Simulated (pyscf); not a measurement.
# Four-centre exchange: F–Ti(F)(F)–F + silanol (HO–SiH₃) → hydrogen fluoride (HF) + F–Ti(F)(F)–O–SiH₃

Gas phase, singlet surface, charge 0. Bonds broken: F1–Ti2, O6–H8. Bonds formed: F1–H8, Ti2–O6. Structures and frequencies: ωB97X-D3(BJ)/def2-SVP in PySCF.

Transition state (Å):

```xyz
11

F      0.9647     0.3853     1.2406
Ti     0.2693     0.3123    -0.6851
F      0.5296     1.9972    -0.9382
F     -0.9250    -0.0445    -1.9043
F      1.5930    -0.6565    -1.2130
O     -1.0082    -0.3355     0.6377
Si    -2.5695    -0.9773     0.5140
H     -0.0959    -0.0509     1.3586
H     -3.0161    -1.3027     1.8937
H     -2.5175    -2.2038    -0.3208
H     -3.4580     0.0432    -0.0962
```

One imaginary mode, 703i cm⁻¹; descent along it reached the two sides named, in the forms told below.

| bond | change | reactant side (Å) | saddle | product side |
|---|---|---|---|---|
| F1–Ti2 | breaks | 1.753 | 2.049 | 2.379 |
| O6–H8 | breaks | 0.965 | 1.197 | 1.804 |
| F1–H8 | forms | 2.456 | 1.153 | 0.943 |
| Ti2–O6 | forms | 2.239 | 1.950 | 1.813 |

Electronic energies relative to the separated reactants (kJ/mol):

| level | barrier | reaction energy | reverse barrier |
|---|---|---|---|
| ωB97X-D3(BJ)/def2-TZVP | 15.5 | +10.8 | 4.7 |
| PBE/def2-TZVP | 26.8 | +24.5 | 2.3 |
| r²SCAN/def2-TZVP | 14.6 | +21.8 | -7.3 |
| B3LYP-D3(BJ)/def2-TZVP | 19.4 | +11.2 | 8.1 |
| PBE0-D3(BJ)/def2-TZVP | 19.1 | +13.8 | 5.3 |
| M06-2X/def2-TZVP | 1.3 | +4.3 | -3.0 |
| ωB97M-D3(BJ)/def2-TZVP | 27.0 | +17.2 | 9.8 |

With ωB97M-D3(BJ)/def2-TZVP energies and thermal terms (ideal gas, 1 atm, RRHO with modes under 100 cm⁻¹ raised to 100, one conformer, R ln 2 for chiral ones without a mode under 150 cm⁻¹), in kJ/mol:

```
T (K)   ΔH‡    ΔG‡     ΔH     ΔG
-----  ----  -----  -----  -----
298    21.1   67.7  +16.5  +17.3
600    22.5  114.6  +19.3  +16.9
900    25.1  160.0  +21.1  +15.2
1200   28.4  204.5  +22.6  +13.1
```

On the reactant side the descent ends in an adduct with a O–Ti contact (not fully relaxed), 60.7 kJ/mol under the separated species and 76.2 kJ/mol under the saddle at ωB97X-D3(BJ)/def2-TZVP. On the product side the descent ends in an adduct with a F–Ti contact, 20.9 kJ/mol under the separated species and 25.6 kJ/mol under the saddle at ωB97X-D3(BJ)/def2-TZVP. At r²SCAN, M06-2X the saddle lies under the separated products, which points to a path from their complex (located at ωB97X-D3(BJ) alone), and parting the products costs more than the saddle. What is counted as formed (O–Ti) is already present as a longer contact in the reactant adduct; forming that adduct is a step of its own. What is counted as broken (F–Ti) persists as a longer contact in the product adduct; parting that adduct is a step of its own. One saddle was located; it need not be the lowest between these sides.
